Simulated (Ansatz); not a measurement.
`[BH3-][NH2+]C` → `[BH3-][NH3+]` + `[CH2]` (triplet)  (formal loss of a carbene)

Program: Ansatz. Geometries: PBE0-D4/def2-TZVP. ΔE: electronic, gas phase. CCSD(T)/CBS is the MP2 limit (def2-TZVPP, def2-QZVPP) plus CCSD(T) − MP2 in def2-TZVPP, frozen cores. This one scheme is used for every species. Triplets are unrestricted, without spin–orbit coupling.

| species | CCSD(T)/CBS(def2) energy (Eh) |
| --- | --- |
| `[BH3-][NH2+]C` | -122.36360 |
| `[BH3-][NH3+]` | -83.11071 |
| `[CH2]` (triplet) | -39.09499 |

**Question.** Work out ΔE.

**Answer.** ΔE = (-83.11071) + (-39.09499) − (-122.36360) = 0.15790 Eh = +4.30 eV.

**Question.** What do rigid-rotor, harmonic-oscillator terms from PBE0-D4/def2-TZVP frequencies (298.15 K, 1 bar) make of the CCSD(T)/CBS value? (Estimate.)

**Answer.** Computed: ΔZPE = -0.31 eV, ΔH = +4.06 eV, ΔS = 155 J/(mol·K), ΔG = +3.58 eV. Open shells count their whole term as degenerate.

Largest T1 diagnostic among the species: 0.011.

From r2SCAN to r2SCAN0 (25 % exact exchange), in def2-TZVPP and without D4, ΔE moves by −0.04 eV. Leaving LDA and LC-ωPBE aside and taking each functional with its dispersion term where it has one, the values, not all of them listed here, spread over 0.41 eV, from r2SCAN0-D4 to ωB97X-V. LDA lies +0.78 eV from PBE without D4.
